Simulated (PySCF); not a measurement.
Glycolamide, C2H5NO2.
Cartesian coordinates in Å at the PBE0-D3(BJ)/def2-TZVP level; atoms count from 1:
```xyz
10
C2H5NO2 angstrom
N      1.360   -0.099   -0.799
C      0.288    0.455   -0.200
O      0.086    1.654   -0.158
C     -0.700   -0.501    0.447
O     -1.753    0.212    1.003
H      1.503   -1.092   -0.810
H      2.041    0.501   -1.231
H     -0.171   -1.087    1.213
H     -1.060   -1.207   -0.314
H     -1.543    1.144    0.824
```

The closed-shell ground state was solved at several levels (PySCF, density fitting, gas phase, non-relativistic). One conformer (not necessarily the lowest) at the PBE0-D3(BJ)/def2-TZVP geometry, without solvent, vibrations or thermal averaging.

```tsv
level	basis functions	HOMO (eV)	LUMO (eV)	gap (eV)	dipole (D)
B97-2/pcSseg-2	250	-7.60	0.12	7.72	4.45
wB97X-D/pcSseg-2	250	-9.83	1.81	11.64	4.52
PBE0/pcSseg-2	250	-7.89	0.09	7.98	4.47
```

Question: Estimate the row for KT3/pcSseg-2, a basis of 250 functions; the other rows only guide the guess.

Answer: HOMO -6.39 eV, LUMO -0.86 eV, gap 5.53 eV, dipole 4.27 D.

Question: Over all these levels, which gives the widest orbital gap and which the narrowest?

Answer: wB97X-D/pcSseg-2 (range-separated hybrid) has the widest, 11.64 eV, and KT3/pcSseg-2 (GGA) the narrowest, 5.53 eV. From the narrowest to the widest the HOMO moves by -3.44 eV and the LUMO by +2.67 eV.

Question: In the pcSseg-2 basis, how does the gap go with the fixed share of exact exchange?

Answer: KT3 (0 %) 5.53 eV; B97-2 (21 %) 7.72 eV; PBE0 (25 %) 7.98 eV. Each rise in the share widens the gap here.

Question: How far do the dipole and the HOMO energy spread over the levels?

Answer: The dipole runs from 4.27 to 4.52 D (mean 4.43 D) and the HOMO from -9.83 to -6.39 eV.
